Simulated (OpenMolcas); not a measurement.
# A workflow on SO (sulfur oxide)

Wanted: the energy (UHF/def2-TZVPPD), then a single-point energy (CASSCF(4,4)/def2-TZVPPD), then a single-point energy (CASPT2(4,4)/def2-TZVPPD), then the energy, then a single-point energy (SC-NEVPT2(4,4)/def2-TZVPPD), then the energy, then the energy (MC-PDFT[tPBE](4,4)/def2-TZVPPD) of SO (sulfur oxide). 

Program for the calculation: OpenMolcas 26.06.

**1. The system as given**

SO: 2 atoms, total charge 0, spin state triplet. As SMILES, `O=S`. The O1–S2 distance was set to 2.666 Å, away from the relaxed value.

**2. The energy at UHF/def2-TZVPPD (run 1)**

Contents of coord.xyz:

```xyz
2

O      0.000000     0.000000    -1.184913
S      0.000000     0.000000     1.481087
```

Contents of step1.inp:

```
&GATEWAY
BasLib
$CurrDir
Coord
coord.xyz
Basis
def2-TZVPPD
Group
NoSym
&SEWARD
&SCF
UHF
Spin
3
Scramble
0.25
PrOrbitals
1 2
```

The basis set def2-TZVPPD is read from a file made from the Basis Set Exchange's data (not shown).

The run is started by

```sh
$ export MOLCAS_MEM=1860
$ pymolcas step1.inp > step1.log
```

Standard output, shortened:

```text
--- Start Module: gateway ---
[...]
--- Stop Module: gateway /rc=_RC_ALL_IS_WELL_ ---
--- Start Module: seward ---
[...]
      Basis functions           91
--- Stop Module: seward /rc=_RC_ALL_IS_WELL_ ---
--- Start Module: scf ---
[...]
       Convergence after 148 Iterations
[...]
::    Total SCF energy                               -472.3007209002
[...]
      Total spin, S                                     1.2985663245
[...]
      Total electronic charge=   24.000000
      Total            charge=   -0.000000
[...]
      Dipole Moment (debye):
      Origin of the operator (angstrom)=    0.0000    0.0000    0.5921
                   X= -1.0474E-05               Y=  1.3796E-05               Z=  8.9315E-02           Total=  8.9315E-02
      Quadrupole Moment (debye*angstrom):
[...]
--- Stop Module: scf /rc=_RC_ALL_IS_WELL_ ---
[...]
```

Run time: 21 s. Hardware: 1 thread of AMD EPYC 9R45 (Zen 5), shared host; peak memory 0.5 GiB.

**3. The energy at CASSCF(4,4)/def2-TZVPPD (run 2)**

coord.xyz is that of step 2.

Contents of step2.inp:

```
* OS CASSCF

&GATEWAY
  BasLib = $CurrDir
  Coord = coord.xyz
  Basis = def2-TZVPPD
  Group = NoSym

&SEWARD

&RASSCF
  FileOrb = $CurrDir/step1.UnaOrb
  Spin = 3
  Nactel = 4 0 0
  Inactive = 10
  Ras2 = 4
  OrbListing = Nothing
```

The basis set def2-TZVPPD is read from a file made from the Basis Set Exchange's data (not shown).

The run is started by

```sh
$ export MOLCAS_MEM=1860
$ pymolcas step2.inp > step2.log
```

Standard output, shortened:

```text
--- Start Module: gateway ---
[...]
--- Stop Module: gateway /rc=_RC_ALL_IS_WELL_ ---
--- Start Module: seward ---
[...]
      Basis functions           91
--- Stop Module: seward /rc=_RC_ALL_IS_WELL_ ---
[...]
--- Start Module: rasscf ---
[...]
      Number of active orbitals                  4
[...]
      Spin quantum number                      1.0
[...]
      Active orbitals                            4
[...]
      Number of CSFs                            15
[...]
      Number of root(s) required                 1
[...]
      Convergence after 11 iterations
[...]
      printout of CI-coefficients larger than  0.05 for root  1
      energy=    -472.306060
      conf/sym  1111     Coeff  Weight
             1  2uu0  -0.69610 0.48456
             4  u20u  -0.40267 0.16215
            12  u02u   0.40267 0.16215
            15  0uu2   0.43628 0.19034
      Natural orbitals and occupation numbers for root  1
      sym 1:   1.294217   1.000000   1.000000   0.705783
      ************************************************************************************************************************
      *                                                    Final results                                                     *
[...]
::    RASSCF root number  1 Total energy:   -472.30606019
[...]
      Total electronic charge=   24.000000
      Total            charge=   -0.000000
[...]
      Dipole Moment (debye):
      Origin of the operator (angstrom)=    0.0000    0.0000    0.5921
                   X= -1.0996E-05               Y=  9.3543E-06               Z=  1.2429E-01           Total=  1.2429E-01
      Quadrupole Moment (debye*angstrom):
[...]
--- Stop Module: rasscf /rc=_RC_ALL_IS_WELL_ ---
[...]
```

It took 4.5 s on 1 thread of AMD EPYC 9R45 (Zen 5), shared host; peak memory 0.5 GiB.

**4. A single-point energy at CASPT2(4,4)/def2-TZVPPD (run 3)**

coord.xyz is that of step 3.

Contents of step3.input:

```
* OS CASPT2
&GATEWAY
BasLib = $CurrDir
Coord = coord.xyz
Basis = def2-TZVPPD
Group = NoSym
&SEWARD
&RASSCF
FileOrb = $CurrDir/step2.RasOrb
Spin = 3
Nactel = 4 0 0
Inactive = 10
Ras2 = 4
OrbListing = Nothing
&CASPT2
IPEA = 0.25
Imaginary = 0.1
Frozen = 6
```

The basis set def2-TZVPPD is read from a file made from the Basis Set Exchange's data (not shown).

The run is started by

```sh
$ export MOLCAS_MEM=1860
$ pymolcas step3.input > step3.log
```

Standard output, shortened:

```text
--- Start Module: gateway ---
[...]
--- Stop Module: gateway /rc=_RC_ALL_IS_WELL_ ---
[...]
      Basis functions           91
[...]
--- Start Module: rasscf ---
[...]
      Number of active orbitals                  4
[...]
      Spin quantum number                      1.0
[...]
      Active orbitals                            4
[...]
      Number of CSFs                            15
[...]
      Number of root(s) required                 1
[...]
      Convergence after  4 iterations
[...]
      printout of CI-coefficients larger than  0.05 for root  1
      energy=    -472.306060
      conf/sym  1111     Coeff  Weight
             1  2uu0  -0.69610 0.48456
             4  u20u  -0.40267 0.16215
            12  u02u   0.40267 0.16215
            15  0uu2   0.43628 0.19034
      Natural orbitals and occupation numbers for root  1
      sym 1:   1.294217   1.000000   1.000000   0.705783
      ************************************************************************************************************************
      *                                                    Final results                                                     *
[...]
::    RASSCF root number  1 Total energy:   -472.30606019
[...]
      Total electronic charge=   24.000000
      Total            charge=   -0.000000
[...]
      Dipole Moment (debye):
      Origin of the operator (angstrom)=    0.0000    0.0000    0.5921
                   X= -1.0366E-05               Y=  8.4288E-06               Z=  1.2431E-01           Total=  1.2431E-01
      Quadrupole Moment (debye*angstrom):
[...]
--- Stop Module: rasscf /rc=_RC_ALL_IS_WELL_ ---
[...]
--- Start Module: caspt2 ---
[...]
 ###    WARNING: User changed nr of frozen orbitals.                         ###
 ###############################################################################
[...]
      E2 (Variational):          -0.2876986945
      Total energy:            -472.5937588870
[...]
      Reference weight:           0.91372
[...]
::    CASPT2 Root  1     Total energy:   -472.59375889
[...]
--- Stop Module: caspt2 /rc=_RC_ALL_IS_WELL_ ---
[...]
```

Run time: 3.6 s. Hardware: 1 thread of AMD EPYC 9R45 (Zen 5), shared host; peak memory 0.5 GiB.

**5. A single-point energy at CASPT2[IPEA 0](4,4)/def2-TZVPPD (run 4)**

coord.xyz is that of step 4.

Contents of step4.inp:

```
* OS CASPT2
&GATEWAY
BasLib
$CurrDir
Coord
coord.xyz
Basis
def2-TZVPPD
Group
NoSym
&SEWARD
&RASSCF
FileOrb
$CurrDir/step2.RasOrb
Spin
3
Nactel
4 0 0
Inactive
10
Ras2
4
OrbListing
Nothing
&CASPT2
IPEA
0
Imaginary
0.1
Frozen
6
```

The basis set def2-TZVPPD is read from a file made from the Basis Set Exchange's data (not shown).

The run is started by

```sh
$ export MOLCAS_MEM=1860
$ pymolcas step4.inp > step4.log
```

Standard output, shortened:

```text
--- Start Module: gateway ---
[...]
--- Stop Module: gateway /rc=_RC_ALL_IS_WELL_ ---
[...]
      Basis functions           91
[...]
--- Start Module: rasscf ---
[...]
      Number of active orbitals                  4
[...]
      Spin quantum number                      1.0
[...]
      Active orbitals                            4
[...]
      Number of CSFs                            15
[...]
      Number of root(s) required                 1
[...]
      Convergence after  4 iterations
[...]
      printout of CI-coefficients larger than  0.05 for root  1
      energy=    -472.306060
      conf/sym  1111     Coeff  Weight
             1  2uu0  -0.69610 0.48456
             4  u20u  -0.40267 0.16215
            12  u02u   0.40267 0.16215
            15  0uu2   0.43628 0.19034
      Natural orbitals and occupation numbers for root  1
      sym 1:   1.294217   1.000000   1.000000   0.705783
      ************************************************************************************************************************
      *                                                    Final results                                                     *
[...]
::    RASSCF root number  1 Total energy:   -472.30606019
[...]
      Total electronic charge=   24.000000
      Total            charge=   -0.000000
[...]
      Dipole Moment (debye):
      Origin of the operator (angstrom)=    0.0000    0.0000    0.5921
                   X= -1.0366E-05               Y=  8.4288E-06               Z=  1.2431E-01           Total=  1.2431E-01
      Quadrupole Moment (debye*angstrom):
[...]
--- Stop Module: rasscf /rc=_RC_ALL_IS_WELL_ ---
[...]
--- Start Module: caspt2 ---
[...]
 ###    WARNING: User changed nr of frozen orbitals.                         ###
 ###############################################################################
[...]
      E2 (Variational):          -0.3016256055
      Total energy:            -472.6076857979
[...]
      Reference weight:           0.90139
[...]
::    CASPT2 Root  1     Total energy:   -472.60768580
[...]
--- Stop Module: caspt2 /rc=_RC_ALL_IS_WELL_ ---
[...]
```

It took 3.6 s on 1 thread of AMD EPYC 9R45 (Zen 5), shared host; peak memory 0.5 GiB.

**6. The energy at SC-NEVPT2(4,4)/def2-TZVPPD (run 5)**

coord.xyz is that of step 5.

Contents of step5.inp:

```
&GATEWAY
  BasLib=$CurrDir
  Coord=coord.xyz
  Basis=def2-TZVPPD
  Group=NoSym

&SEWARD

&RASSCF
  FileOrb=$CurrDir/step2.RasOrb
  Spin=3
  Nactel=4 0 0
  Inactive=10
  Ras2=4
  OrbListing=Nothing

&CASPT2
  SC-NEVPT2
  Frozen=6
```

The basis set def2-TZVPPD is read from a file made from the Basis Set Exchange's data (not shown).

The run is started by

```sh
$ export MOLCAS_MEM=1860
$ pymolcas step5.inp > step5.log
```

Standard output, shortened:

```text
--- Start Module: gateway ---
[...]
--- Stop Module: gateway /rc=_RC_ALL_IS_WELL_ ---
[...]
      Basis functions           91
[...]
--- Start Module: rasscf ---
[...]
      Number of active orbitals                  4
[...]
      Spin quantum number                      1.0
[...]
      Active orbitals                            4
[...]
      Number of CSFs                            15
[...]
      Number of root(s) required                 1
[...]
      Convergence after  4 iterations
[...]
      printout of CI-coefficients larger than  0.05 for root  1
      energy=    -472.306060
      conf/sym  1111     Coeff  Weight
             1  2uu0  -0.69610 0.48456
             4  u20u  -0.40267 0.16215
            12  u02u   0.40267 0.16215
            15  0uu2   0.43628 0.19034
      Natural orbitals and occupation numbers for root  1
      sym 1:   1.294217   1.000000   1.000000   0.705783
      ************************************************************************************************************************
      *                                                    Final results                                                     *
[...]
::    RASSCF root number  1 Total energy:   -472.30606019
[...]
      Total electronic charge=   24.000000
      Total            charge=   -0.000000
[...]
      Dipole Moment (debye):
      Origin of the operator (angstrom)=    0.0000    0.0000    0.5921
                   X= -1.0366E-05               Y=  8.4288E-06               Z=  1.2431E-01           Total=  1.2431E-01
      Quadrupole Moment (debye*angstrom):
[...]
--- Stop Module: rasscf /rc=_RC_ALL_IS_WELL_ ---
[...]
--- Start Module: caspt2 ---
[...]
 ###    WARNING: User changed nr of frozen orbitals.                         ###
 ###############################################################################
[...]
      E2 (Variational):          -0.2811280672
[...]
      E2 (Variational):          -0.2808959280
      Total energy:            -472.5869561204
[...]
      Reference weight:           0.91752
[...]
::    SC-NEVPT2 Root  1     Total energy:   -472.58695612
[...]
--- Stop Module: caspt2 /rc=_RC_ALL_IS_WELL_ ---
[...]
```

Wall time 3.6 s (1 thread of AMD EPYC 9R45 (Zen 5), shared host); peak memory 0.5 GiB.

**7. A single-point energy at PC-NEVPT2(4,4)/def2-TZVPPD (run 6)**

coord.xyz is that of step 6.

Contents of step6.inp:

```
>>> EXPORT MOLCAS_PRINT=2

&GATEWAY
  BASLIB
  $CurrDir
  COORD
  coord.xyz
  BASIS
  def2-TZVPPD
  GROUP
  NoSym

&SEWARD

&RASSCF
  FILEORB
  $CurrDir/step2.RasOrb
  SPIN
  3
  NACTEL
  4 0 0
  INACTIVE
  10
  RAS2
  4
  ORBLISTING
  Nothing

&CASPT2
  PC-NEVPT2
  FROZEN
  6
```

The basis set def2-TZVPPD is read from a file made from the Basis Set Exchange's data (not shown).

The run is started by

```sh
$ export MOLCAS_MEM=1860
$ pymolcas step6.inp > step6.log
```

Standard output, shortened:

```text
--- Start Module: gateway ---
[...]
--- Stop Module: gateway /rc=_RC_ALL_IS_WELL_ ---
[...]
      Basis functions           91
[...]
--- Start Module: rasscf ---
[...]
      Number of active orbitals                  4
[...]
      Spin quantum number                      1.0
[...]
      Active orbitals                            4
[...]
      Number of CSFs                            15
[...]
      Number of root(s) required                 1
[...]
      Convergence after  4 iterations
[...]
      printout of CI-coefficients larger than  0.05 for root  1
      energy=    -472.306060
      conf/sym  1111     Coeff  Weight
             1  2uu0  -0.69610 0.48456
             4  u20u  -0.40267 0.16215
            12  u02u   0.40267 0.16215
            15  0uu2   0.43628 0.19034
      Natural orbitals and occupation numbers for root  1
      sym 1:   1.294217   1.000000   1.000000   0.705783
      ************************************************************************************************************************
      *                                                    Final results                                                     *
[...]
::    RASSCF root number  1 Total energy:   -472.30606019
[...]
      Total electronic charge=   24.000000
      Total            charge=   -0.000000
[...]
      Dipole Moment (debye):
      Origin of the operator (angstrom)=    0.0000    0.0000    0.5921
                   X= -1.0366E-05               Y=  8.4288E-06               Z=  1.2431E-01           Total=  1.2431E-01
      Quadrupole Moment (debye*angstrom):
[...]
--- Stop Module: rasscf /rc=_RC_ALL_IS_WELL_ ---
[...]
--- Start Module: caspt2 ---
[...]
 ###    WARNING: User changed nr of frozen orbitals.                         ###
 ###############################################################################
[...]
      E2 (Variational):          -0.2811280672
[...]
      E2 (Variational):          -0.2808959280
      Total energy:            -472.5869561204
[...]
      Reference weight:           0.91752
[...]
::    PC-NEVPT2 Root  1     Total energy:   -472.58718826
[...]
--- Stop Module: caspt2 /rc=_RC_ALL_IS_WELL_ ---
[...]
```

Wall time 3.3 s (1 thread of AMD EPYC 9R45 (Zen 5), shared host); peak memory 0.5 GiB.

**8. A single-point energy at MC-PDFT[tPBE](4,4)/def2-TZVPPD (run 7)**

coord.xyz is that of step 7.

Contents of step7.input:

```
* OS MC-PDFT

&GATEWAY
 BASLIB
 $CurrDir
 COORD
 coord.xyz
 BASIS
 def2-TZVPPD
 GROUP
 NoSym

&SEWARD

&RASSCF
 FILEORB
 $CurrDir/step2.RasOrb
 SPIN
 3
 NACTEL
 4 0 0
 INACTIVE
 10
 RAS2
 4
 ORBLISTING
 Nothing

&MCPDFT
 KSDFT
 T:PBE
```

The basis set def2-TZVPPD is read from a file made from the Basis Set Exchange's data (not shown).

The run is started by

```sh
$ export MOLCAS_MEM=1860
$ pymolcas step7.input > step7.log
```

Standard output, shortened:

```text
--- Start Module: gateway ---
[...]
--- Stop Module: gateway /rc=_RC_ALL_IS_WELL_ ---
[...]
      Basis functions           91
[...]
--- Start Module: rasscf ---
[...]
      Number of active orbitals                  4
[...]
      Spin quantum number                      1.0
[...]
      Active orbitals                            4
[...]
      Number of CSFs                            15
[...]
      Number of root(s) required                 1
[...]
      Convergence after  4 iterations
[...]
      printout of CI-coefficients larger than  0.05 for root  1
      energy=    -472.306060
      conf/sym  1111     Coeff  Weight
             1  2uu0  -0.69610 0.48456
             4  u20u  -0.40267 0.16215
            12  u02u   0.40267 0.16215
            15  0uu2   0.43628 0.19034
      Natural orbitals and occupation numbers for root  1
      sym 1:   1.294217   1.000000   1.000000   0.705783
      ************************************************************************************************************************
      *                                                    Final results                                                     *
[...]
::    RASSCF root number  1 Total energy:   -472.30606019
[...]
      Total electronic charge=   24.000000
      Total            charge=   -0.000000
[...]
      Dipole Moment (debye):
      Origin of the operator (angstrom)=    0.0000    0.0000    0.5921
                   X= -1.0366E-05               Y=  8.4288E-06               Z=  1.2431E-01           Total=  1.2431E-01
      Quadrupole Moment (debye*angstrom):
[...]
--- Stop Module: rasscf /rc=_RC_ALL_IS_WELL_ ---
[...]
--- Start Module: mcpdft ---
[...]
 ###    WARNING: Deprecation warning: KSDF should be replaced                ###
 ###    with FUNC keyword                                                    ###
 ###############################################################################
[...]
::    MCPDFT root number  1 Total energy:   -472.92673609
--- Stop Module: mcpdft /rc=_RC_ALL_IS_WELL_ ---
[...]
```

Run time: 3.3 s. Hardware: 1 thread of AMD EPYC 9R45 (Zen 5), shared host; peak memory 0.5 GiB.

**9. Outcome**

| quantity | value |
| --- | --- |
| run 1, UHF/def2-TZVPPD: total energy | -472.30072 Eh |
| run 1, UHF/def2-TZVPPD: dipole moment | 0.09 D |
| run 1, UHF/def2-TZVPPD: HOMO energy (highest over α and β) | -10.92 eV |
| run 1, UHF/def2-TZVPPD: LUMO energy (lowest over α and β) | -0.35 eV |
| run 1, UHF/def2-TZVPPD: ⟨S²⟩ | 2.985 |
| run 2, CASSCF(4,4)/def2-TZVPPD: total energy | -472.30606 Eh |
| run 2, CASSCF(4,4)/def2-TZVPPD: dipole moment (CASSCF density) | 0.12 D |
| run 3, CASPT2(4,4)/def2-TZVPPD: total energy | -472.59376 Eh |
| run 3, CASPT2(4,4)/def2-TZVPPD: dipole moment (CASSCF density) | 0.12 D |
| run 4, CASPT2[IPEA 0](4,4)/def2-TZVPPD: total energy | -472.60769 Eh |
| run 4, CASPT2[IPEA 0](4,4)/def2-TZVPPD: dipole moment (CASSCF density) | 0.12 D |
| run 5, SC-NEVPT2(4,4)/def2-TZVPPD: total energy | -472.58696 Eh |
| run 5, SC-NEVPT2(4,4)/def2-TZVPPD: dipole moment (CASSCF density) | 0.12 D |
| run 6, PC-NEVPT2(4,4)/def2-TZVPPD: total energy | -472.58719 Eh |
| run 6, PC-NEVPT2(4,4)/def2-TZVPPD: dipole moment (CASSCF density) | 0.12 D |
| run 7, MC-PDFT[tPBE](4,4)/def2-TZVPPD: total energy | -472.92674 Eh |
| run 7, MC-PDFT[tPBE](4,4)/def2-TZVPPD: dipole moment (CASSCF density) | 0.12 D |

⟨S²⟩ (run 1, UHF/def2-TZVPPD) is 2.98 where a pure triplet has 2.00: the reference is spin-contaminated.
